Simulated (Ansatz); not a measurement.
Process, species as SMILES: N#N (N2) + 3 [H][H] (H2) → 2 N (NH3)
B3LYP-D3(BJ)/def2-TZVP geometries, fixed; electronic energies without zero-point terms.

Energies in hartree at PBE0 with Ansatz (an electronic-structure program); the energy of full hydrogenation is their sum with the coefficients shown, times 627.509 kcal/mol a hartree. All functions are spherical. The program fits the integrals of some runs and decomposes those of others, by size. No added dispersion term, no relativity.

```tsv
species	coefficient	part	cc-pVDZ	cc-pVTZ	cc-pVQZ
N#N (N2)	-1	PBE0	-109.41010	-109.44147	-109.44970
[H][H] (H2)	-3	PBE0	-1.16341	-1.16848	-1.16892
N (NH3)	+2	PBE0	-56.48529	-56.51204	-56.51825
```

Problem. Predict the energy of full hydrogenation in cc-pV5Z (X = 5): let each PBE0 step shrink by the ratio of the last two. Compare with the run.

Solution. 
- N#N (N2): steps -0.03137 and -0.00823, ratio 0.262, so PBE0 -109.45186 (run: -109.45227).
- [H][H] (H2): steps -0.00507 and -0.00044, ratio 0.087, so PBE0 -1.16896 (run: -1.16905).
- N (NH3): steps -0.02675 and -0.00621, ratio 0.232, so PBE0 -56.51969 (run: -56.52063).
Predicted -50.60 kcal/mol; the run in cc-pV5Z gives -51.36, a miss of 0.75. Keeping the value in cc-pVQZ, -50.23, would miss by 1.13. All sums are of the energies as printed.
